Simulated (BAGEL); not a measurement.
# C2H8Si (dimethylsilane): a chain of runs

We compute a single-point energy (HF/cc-pVDZ), then a single-point energy (NEVPT2(2,2)/cc-pVDZ), then a single-point energy (CASPT2(2,2)/cc-pVDZ) of C2H8Si (dimethylsilane). 

The results are computed with BAGEL 1.2.2.

1 further run of the same task is left out (set aside as unsound or not needed).

### Step 1. Starting point

The species is C2H8Si (11 atoms), meant as a singlet with charge 0. As SMILES, `C[SiH2]C`. The C3–H10 distance was set to 2.076 Å, away from the relaxed value. At this shape a bond of the SMILES string is far longer than usual.

Bond lengths: C1–Si2 1.872 Å, Si2–C3 1.872 Å, C1–H4 1.092 Å, C1–H5 1.093 Å, C1–H6 1.093 Å, Si2–H7 1.491 Å, Si2–H8 1.491 Å, C3–H9 1.093 Å, C3–H11 1.093 Å. Some angles: C1–Si2–C3 111.5°, C1–Si2–H7 109.5°, C1–Si2–H8 109.5°, C3–Si2–H7 109.5°, C3–Si2–H8 109.5°, Si2–C1–H4 111.0°, Si2–C1–H5 110.9°, Si2–C1–H6 110.9°, Si2–C3–H9 110.9°, Si2–C3–H11 110.9°.

### Step 2. The energy at HF/cc-pVDZ (density fitting with svp-jkfit) (run 1)

The input, hf.json:

```json
{ "bagel" : [

{
  "title" : "molecule",
  "basis" : "cc-pvdz.json",
  "df_basis" : "svp-jkfit",
  "angstrom" : "false",
  "geometry" : [
    { "atom" : "C", "xyz" : [    -2.70908114,     3.44288069,    -1.81360418 ] },
    { "atom" : "Si", "xyz" : [    -1.30879408,     0.38076848,    -0.72965727 ] },
    { "atom" : "C", "xyz" : [     1.82021444,     0.87379802,     0.84505151 ] },
    { "atom" : "H", "xyz" : [    -4.53380068,     3.13995759,    -2.72993237 ] },
    { "atom" : "H", "xyz" : [    -1.46469648,     4.38283046,    -3.16778192 ] },
    { "atom" : "H", "xyz" : [    -3.00142177,     4.72354808,    -0.21999814 ] },
    { "atom" : "H", "xyz" : [    -0.98886345,    -1.34077202,    -2.93780225 ] },
    { "atom" : "H", "xyz" : [    -3.07738876,    -0.87797810,     1.06728330 ] },
    { "atom" : "H", "xyz" : [     3.16494355,     1.75724498,    -0.44997781 ] },
    { "atom" : "H", "xyz" : [     3.34972853,    -2.53601246,     2.03599093 ] },
    { "atom" : "H", "xyz" : [     1.62784032,     2.09739569,     2.49780598 ] }
  ]
},

{
  "title" : "hf",
  "charge" : 0
},

{
  "title" : "print",
  "file" : "orbitals.molden",
  "orbitals" : "true"
}

]}
```

The basis set cc-pVDZ is read from a file made from the Basis Set Exchange's data (not shown).

Command:

```sh
$ BAGEL_NUM_THREADS=1 BAGEL hf.json > hf.out
```

What it wrote:

```text
* using 1 threads per process

  ===============================================================
  ===============================================================

  *** Geometry ***

  { "atom" : "C", "xyz" : [     -2.709081,      3.442881,     -1.813604 ] },
  { "atom" : "Si", "xyz" : [     -1.308794,      0.380768,     -0.729657 ] },
  { "atom" : "C", "xyz" : [      1.820214,      0.873798,      0.845052 ] },
  { "atom" : "H", "xyz" : [     -4.533801,      3.139958,     -2.729932 ] },
  { "atom" : "H", "xyz" : [     -1.464696,      4.382830,     -3.167782 ] },
  { "atom" : "H", "xyz" : [     -3.001422,      4.723548,     -0.219998 ] },
  { "atom" : "H", "xyz" : [     -0.988863,     -1.340772,     -2.937802 ] },
  { "atom" : "H", "xyz" : [     -3.077389,     -0.877978,      1.067283 ] },
  { "atom" : "H", "xyz" : [      3.164944,      1.757245,     -0.449978 ] },
  { "atom" : "H", "xyz" : [      3.349729,     -2.536012,      2.035991 ] },
  { "atom" : "H", "xyz" : [      1.627840,      2.097396,      2.497806 ] },

  Number of auxiliary basis functions:      422

  Since a DF basis is specified, we compute 2- and 3-index integrals:
    o Being stored without compression. Storage requirement is 0.025 GB

  Number of basis functions:       86
  Number of electrons      :       34

    * METHOD: MOLECULE                             0.18

  *** RHF ***

  === Nuclear Repulsion ===
   111.6230059215

      * DIIS with orbital gradients will be used.

  === RHF iteration (cc-pvdz.json) ===
      0       -368.96352910          0.01689563           0.05
      1       -369.12075067          0.01003278           0.05
      2       -369.17798676          0.00184339           0.05
      3       -369.18115169          0.00055843           0.05
      4       -369.18138143          0.00011029           0.05
      5       -369.18140274          0.00003732           0.05
      6       -369.18140499          0.00000907           0.05
      7       -369.18140513          0.00000238           0.05
      8       -369.18140514          0.00000091           0.05
      9       -369.18140514          0.00000026           0.05
     10       -369.18140514          0.00000010           0.05
     11       -369.18140514          0.00000005           0.05
     12       -369.18140514          0.00000002           0.05
     13       -369.18140514          0.00000000           0.05
    * SCF iteration converged.

    * Permanent dipole moment:
           (    0.220533,    -0.812408,     0.208742) a.u.

    * METHOD: HF                                   0.83

    * METHOD: PRINT                                0.01

  ===============================================================
```

Wall time 1.2 s (1 thread of Arm Neoverse V2, shared host); peak memory 0.14 GiB.

### Step 3. A single-point energy at NEVPT2(2,2)/cc-pVDZ (density fitting with svp-jkfit) (run 2)

The input, job.json:

```json
{ "bagel" : [

{
  "title" : "molecule",
  "basis" : "cc-pvdz.json",
  "df_basis" : "svp-jkfit",
  "geometry" : [
    { "atom" : "C", "xyz" : [    -2.70908114,     3.44288069,    -1.81360418 ] },
    { "atom" : "Si", "xyz" : [    -1.30879408,     0.38076848,    -0.72965727 ] },
    { "atom" : "C", "xyz" : [     1.82021444,     0.87379802,     0.84505151 ] },
    { "atom" : "H", "xyz" : [    -4.53380068,     3.13995759,    -2.72993237 ] },
    { "atom" : "H", "xyz" : [    -1.46469648,     4.38283046,    -3.16778192 ] },
    { "atom" : "H", "xyz" : [    -3.00142177,     4.72354808,    -0.21999814 ] },
    { "atom" : "H", "xyz" : [    -0.98886345,    -1.34077202,    -2.93780225 ] },
    { "atom" : "H", "xyz" : [    -3.07738876,    -0.87797810,     1.06728330 ] },
    { "atom" : "H", "xyz" : [     3.16494355,     1.75724498,    -0.44997781 ] },
    { "atom" : "H", "xyz" : [     3.34972853,    -2.53601246,     2.03599093 ] },
    { "atom" : "H", "xyz" : [     1.62784032,     2.09739569,     2.49780598 ] }
  ]
},

{ "title" : "hf" },

{ "title" : "casscf", "nstate" : 1, "nact" : 2, "nclosed" : 16, "nspin" : 0, "active" : [17, 18], "maxiter" : 200, "natocc" : true },

{
  "title" : "nevpt2",
  "nstate" : 1,
  "nact" : 2,
  "nclosed" : 16,
  "nspin" : 0,
  "active" : [17, 18],
  "maxiter" : 200,
  "natocc" : true,
  "ncore" : 7
},

{ "title" : "print", "file" : "orbitals.molden", "orbitals" : true }

]}
```

The basis set cc-pVDZ is read from a file made from the Basis Set Exchange's data (not shown).

Command:

```sh
$ BAGEL_NUM_THREADS=1 BAGEL job.json > job.out
```

What it wrote:

```text
* using 1 threads per process

  ===============================================================
  ===============================================================

  *** Geometry ***

  { "atom" : "C", "xyz" : [     -2.709081,      3.442881,     -1.813604 ] },
  { "atom" : "Si", "xyz" : [     -1.308794,      0.380768,     -0.729657 ] },
  { "atom" : "C", "xyz" : [      1.820214,      0.873798,      0.845052 ] },
[... 7 lines of this table left out ...]
  { "atom" : "H", "xyz" : [      1.627840,      2.097396,      2.497806 ] },

  Number of auxiliary basis functions:      422

  Since a DF basis is specified, we compute 2- and 3-index integrals:
    o Being stored without compression. Storage requirement is 0.025 GB

[... 18 lines left out ...]
    * SCF iteration converged.
[... 1 line left out ...]
    * Permanent dipole moment:
[... 27 lines left out ...]
    * Second-order optimization converged. *
[... 1 line left out ...]
     guess   0:   closed 1.                   open ..

  === FCI iteration ===

      0  0      -369.17650003     8.42e-02      0.00
      1  0      -369.23773039     6.30e-03      0.00
      2  0 *    -369.23811324     1.22e-16      0.00

     * ci vector, state   0, <S^2> = 0.0000
       2.     0.9390441938
       .2    -0.3437964545

    * METHOD: CASSCF                               3.18

    * freezing 7 orbitals

  === DF-NEVPT2 calculation ===

    * 3-index integral transformation done
    * assembly done

      NEVPT2 correlation energy:   -0.3750476353      0.15

          (+0)     -0.3262166111
          (+0)'    -0.0119411759
          (+1)     -0.0073236685
          (+1)'    -0.0000000000
          (+2)     -0.0003390391
          (-1)     -0.0265106622
          (-1)'     0.0000000000
          (-2)     -0.0027164784

      NEVPT2 total energy:       -369.6131608788

    * METHOD: NEVPT2                               0.27

    * METHOD: PRINT                                0.01

  ===============================================================
```

Wall time 4.8 s (1 thread of Arm Neoverse V2, shared host); peak memory 0.14 GiB.

### Step 4. The energy at CASPT2(2,2)/cc-pVDZ (density fitting with svp-jkfit) (run 3)

The input, input.json:

```json
{ "bagel" : [

{
  "title" : "molecule",
  "basis" : "cc-pvdz.json",
  "df_basis" : "svp-jkfit",
  "geometry" : [
    { "atom" : "C", "xyz" : [    -2.70908114,     3.44288069,    -1.81360418 ] },
    { "atom" : "Si", "xyz" : [    -1.30879408,     0.38076848,    -0.72965727 ] },
    { "atom" : "C", "xyz" : [     1.82021444,     0.87379802,     0.84505151 ] },
    { "atom" : "H", "xyz" : [    -4.53380068,     3.13995759,    -2.72993237 ] },
    { "atom" : "H", "xyz" : [    -1.46469648,     4.38283046,    -3.16778192 ] },
    { "atom" : "H", "xyz" : [    -3.00142177,     4.72354808,    -0.21999814 ] },
    { "atom" : "H", "xyz" : [    -0.98886345,    -1.34077202,    -2.93780225 ] },
    { "atom" : "H", "xyz" : [    -3.07738876,    -0.87797810,     1.06728330 ] },
    { "atom" : "H", "xyz" : [     3.16494355,     1.75724498,    -0.44997781 ] },
    { "atom" : "H", "xyz" : [     3.34972853,    -2.53601246,     2.03599093 ] },
    { "atom" : "H", "xyz" : [     1.62784032,     2.09739569,     2.49780598 ] }
  ]
},

{ "title" : "hf" },

{ "title" : "casscf", "nstate" : 1, "nact" : 2, "nclosed" : 16, "nspin" : 0, "active" : [17, 18], "maxiter" : 200, "natocc" : true },

{ "title" : "print", "file" : "orbitals.molden", "orbitals" : true },

{ "title" : "smith", "method" : "caspt2", "ms" : true, "xms" : true, "sssr" : true, "shift" : 0.2, "shift_imag" : true, "ncore" : 7 }

]}
```

The basis set cc-pVDZ is read from a file made from the Basis Set Exchange's data (not shown).

Command:

```sh
$ BAGEL_NUM_THREADS=1 BAGEL input.json > input.out
```

What it wrote:

```text
* using 1 threads per process

  ===============================================================
  ===============================================================

  *** Geometry ***

  { "atom" : "C", "xyz" : [     -2.709081,      3.442881,     -1.813604 ] },
  { "atom" : "Si", "xyz" : [     -1.308794,      0.380768,     -0.729657 ] },
  { "atom" : "C", "xyz" : [      1.820214,      0.873798,      0.845052 ] },
[... 7 lines of this table left out ...]
  { "atom" : "H", "xyz" : [      1.627840,      2.097396,      2.497806 ] },

  Number of auxiliary basis functions:      422

  Since a DF basis is specified, we compute 2- and 3-index integrals:
    o Being stored without compression. Storage requirement is 0.025 GB

[... 18 lines left out ...]
    * SCF iteration converged.
[... 1 line left out ...]
    * Permanent dipole moment:
[... 27 lines left out ...]
    * Second-order optimization converged. *
[... 9 lines left out ...]
     * ci vector, state   0, <S^2> = 0.0000
[... 16 lines left out ...]
    * Zeroth order energy : state  0       -0.5807756329
[... 4 lines left out ...]
       #      aibj      arbs      arbi      airj      risj      airs      arst      rist         Etot      error   time
[... 2 lines left out ...]
       0  -0.32462  -0.00340  -0.02793  -0.00799  -0.00050  -0.01160  -0.00000  -0.00000   -0.3760376  0.0007373   0.10
       1  -0.32466  -0.00341  -0.02797  -0.00803  -0.00052  -0.01172  -0.00000  -0.00000   -0.3763098  0.0000926   0.07
       2  -0.32466  -0.00341  -0.02797  -0.00803  -0.00052  -0.01173  -0.00000  -0.00000   -0.3763145  0.0000129   0.06
       3  -0.32466  -0.00341  -0.02797  -0.00803  -0.00052  -0.01173   0.00000  -0.00000   -0.3763146  0.0000020   0.06
       4  -0.32466  -0.00341  -0.02797  -0.00803  -0.00052  -0.01173   0.00000  -0.00000   -0.3763146  0.0000003   0.07

      ------------------------------------------------------------------------------------------------------------------

    * CASPT2 energy : state  0     -369.6169278264
        w/o shift correction       -369.6144278636
        reference weight              0.8744540758

    * METHOD: SMITH                                0.54

  ===============================================================
```

Wall time 4.8 s (1 thread of Arm Neoverse V2, shared host); peak memory 0.16 GiB.

### Step 5. Outcome

| quantity | value |
| --- | --- |
| run 1, HF/cc-pVDZ: total energy | -369.18141 Eh |
| run 1, HF/cc-pVDZ: dipole moment | 2.20 D |
| run 1, HF/cc-pVDZ: HOMO energy | -9.82 eV |
| run 1, HF/cc-pVDZ: LUMO energy | 1.38 eV |
| run 1, HF/cc-pVDZ: HOMO–LUMO gap | 11.20 eV |
| run 2, NEVPT2(2,2)/cc-pVDZ: total energy | -369.61316 Eh |
| run 3, CASPT2(2,2)/cc-pVDZ: total energy | -369.61693 Eh |
